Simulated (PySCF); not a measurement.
HLi. Atoms are numbered in the order given.

```xyz
2

Li     0.0000     0.0000    -0.3991
H      0.0000     0.0000     1.1972
```
Charge 0, spin multiplicity 1.

Geometry: PBE0-D3(BJ)/def2-TZVPD.

Method: PySCF with IEF-PCM-ωB97X/def2-TZVPD.

The values are the electrostatic part of the solvation free energy, E(continuum) − E(gas) at the gas-phase geometry, in a cavity of scaled van der Waals radii (PySCF's table); cavitation and dispersion terms are not included. A continuum can't describe solvent molecules that bind to the metal. In vacuum the orbital gap is 8.04 eV. The dipole moment in vacuum is 5.88 D.

Computed values in water (ε = 78.36), acetone (ε = 20.49), 2-propanol (ε = 19.26):
| solvent | ε | ΔG(elec) (kcal/mol) | dipole (D) | gap (eV) |
|---|---|---|---|---|
| water | 78.36 | -19.7 | 7.04 | 10.34 |
| acetone | 20.49 | -18.5 | 6.98 | 10.20 |
| 2-propanol | 19.26 | -18.4 | 6.98 | 10.19 |
